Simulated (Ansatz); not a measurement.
Input file:

```yaml
crystal:
  periodic: [false, false, false]
  atoms:
    - {symbol: Si, position_ang: [0.000000, 0.000000, 0.730562]}
    - {symbol: B, position_ang: [0.000000, 0.000000, -1.509349]}
    - {symbol: H, position_ang: [0.000000, -1.209372, -2.083770]}
    - {symbol: H, position_ang: [0.000000, 1.209372, -2.083770]}
basis:
  gaussian: {orbitals: 6-31G}
magnetization: {spin_polarized: true, initial_magnetization: 3}
hamiltonian: {xc: {name: wB97M-V}}
output: {orbitals: {seedname: orbitals}}
```

```sh
$ ansatz run in.yaml --threads 1 --pin off --events-out ev --progress --plain --max-ram 2393MiB
```

Output:

```
  # Of w^i u^j: cxij and so on, Table III.
  gx(w, u) = 1 - cx + cx01*u + cx10*w
  gss(w, u) = css00 + css04*u^4 + css10*w + css20*w^2 + css43*w^4*u^3
  gos(w, u) = cos00 + cos10*w + (cos20 + cos21*u)*w^2 + (cos60 + cos61*u)*w^6
      + integral(e_c_pw_mod_opposite_spin*gos(b97_w_opposite, b97_u_opposite)) + vv10(b, c)
330 factors; integrals over basis functions are off by at most 3.1e-4 eV
129 factors; integrals over basis functions are off by at most 4.8e-6 eV
mean field evaluation 1: about -8578.9467 eV, gradient 3.8e0 eV
mean field evaluation 2: about -8579.1691 eV, gradient 1.3e0 eV
mean field evaluation 4: about -8579.2316 eV, gradient 6.2e-1 eV
mean field evaluation 8: about -8579.2431 eV, gradient 6.1e-2 eV
mean field evaluation 16: about -8579.2435 eV, gradient 1.2e-4 eV
mean field -8579.24348453 eV, -315.2813828364 hartree, gradient 2.1e-5 eV, S^2 3.752117; 0 other end points of the search recorded, 0 dependent functions left out
reference -8579.24351384 eV, -315.2813839136 hartree; 12, 9 occupied and 14, 17 virtual orbitals, 330 factors
Total energy: -8579.24351384 eV, -315.2813839136 hartree
```

Ran on 1 thread of Arm Neoverse V2, shared host: 3.4 s wall, 0.15 GiB peak host memory.
